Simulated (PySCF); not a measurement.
A family of related molecules: triple bonds. Gas-phase values, no solvent. Strings in code marks are SMILES.

A: `B=N`
B: `[Si-]#[S+]`
C: `[O+]#[Si-]`
D: `[C-]#[NH+]`

Question: Put the candidates in order of HOMO–LUMO gap, lowest first, for PBE-D3(BJ)/def2-TZVP // PBE0-D4/def2-TZVP (PySCF).

Answer: B (3.81 eV), C (4.63 eV), D (6.78 eV), A (7.07 eV)
